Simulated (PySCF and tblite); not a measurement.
The numbers below are computed, except where a source is named.
System: methyl ethyl disulfide, C3H8S2, numbered as in [CH3:1][CH2:2][S:3][S:4][CH3:5].

Level: PBE0/pcSseg-1 + D3(BJ) on GFN2-xTB stationary points, with GFN2-xTB thermal terms. Rates follow Eyring's equation with the number of equivalent paths and no tunnelling. (PySCF 2.14 with density fitting, tblite 0.8.)

Q: What barrier does the rotation about the S3–S4 bond (torsion C2–S3–S4–C5 from 91° to 259°, rising) meet, and how fast is it at 298 K?

A: The electronic barrier is 6.7 kcal/mol and ΔG‡(298 K) 7.2 kcal/mol, over a C1 saddle with an imaginary mode of 55i cm⁻¹ (GFN2-xTB). With 1 equivalent path, k is 3.5×10⁷ s⁻¹, a mean lifetime of the start of 29 ns against this motion. The end lies 0.3 kcal/mol above the start in free energy.
